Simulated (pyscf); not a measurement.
Substitution at O: Cl–GeH₂• (SMILES [Cl][GeH2]) + H₂O (SMILES O) → HO–GeH₂–Cl (SMILES [OH][GeH2][Cl]) + H• (SMILES [H])

Gas phase, doublet surface, charge 0. Bonds broken: O5–H6. Bonds formed: Ge1–O5. Optimised with ωB97X-D3(BJ)/def2-SVP in PySCF. MP2 and CC: frozen core, UHF for open shells. ΔMP2 is the change of the MP2 total energy from the triple- to the quadruple-zeta basis.

Transition state (Å):

```xyz
7

Ge    -0.1425     0.4072    -0.2403
Cl     1.6627     0.1136    -1.4096
H      0.2494     1.1572     1.0325
H     -1.1430     1.1887    -1.1073
O     -0.9388    -1.1909     0.5009
H     -1.5145    -1.7548     1.5057
H     -1.1027    -1.8452    -0.2042
```

One imaginary mode, 1745i cm⁻¹; descent along it reached the two sides named, in the forms told below.

```
bond    change  reactant side (Å)  saddle  product side
------  ------  -----------------  ------  ------------
O5–H6   breaks              0.966   1.288           3.2
Ge1–O5   forms                2.7   1.933         1.767
```

Electronic energies relative to the separated reactants (kcal/mol):

```csv
level,barrier,reaction energy,reverse barrier
ωB97X-D3(BJ)/def2-TZVP,33.4,+13.5,19.9
PBE/def2-TZVP,24.1,+17.5,6.6
r²SCAN/def2-TZVP,26.3,+16.6,9.7
B3LYP-D3(BJ)/def2-TZVP,28.4,+18.7,9.7
PBE0-D3(BJ)/def2-TZVP,28.9,+16.1,12.9
M06-2X/def2-TZVP,32.6,+14.8,17.8
ωB97M-D3(BJ)/def2-TZVP,33.8,+17.1,16.7
HF/def2-TZVP,48.1,+11.5,36.6
MP2/def2-QZVPP,34.3,+12.0,22.2
CCSD/def2-TZVPP,37.5,+16.8,20.8
CCSD(T)/def2-TZVPP,34.7,+15.8,19.0
CCSD(T)/def2-TZVPP + ΔMP2(QZVPP),34.9,+16.2,18.7
```

With CCSD(T)/def2-TZVPP + ΔMP2(QZVPP) energies and thermal terms (ideal gas, 1 atm, RRHO with modes under 100 cm⁻¹ raised to 100, one conformer, R ln 2 for chiral ones without a mode under 150 cm⁻¹), in kcal/mol:

```tsv
T (K)	ΔH‡	ΔG‡	ΔH	ΔG
298	30.9	40.6	+12.6	+15.5
600	31.6	50.2	+13.7	+18.0
900	32.7	59.2	+15.1	+19.8
1200	33.8	67.9	+16.5	+21.1
```

On the reactant side the descent ends in a complex, 4.7 kcal/mol under the separated species and 38.1 kcal/mol under the saddle at ωB97X-D3(BJ)/def2-TZVP. The same reactants have a lower exit, to HO–GeH₂• + HCl (barrier +15.1 kcal/mol at ωB97M-D3(BJ)/def2-TZVP, against +33.8 kcal/mol here). One saddle was located; it need not be the lowest between these sides. The angle at the attacked O is 148°. The CCSD(T) − MP2 part came from Ansatz, without density fitting, on the same reference. The frozen core leaves the outer d or s,p core shells of the metals and heavy elements correlated in the MP2 and CC values, and def2-TZVPP describes them poorly, which can shift differences by a few kcal/mol. Elements up to Kr have no core potential and no relativistic terms here.
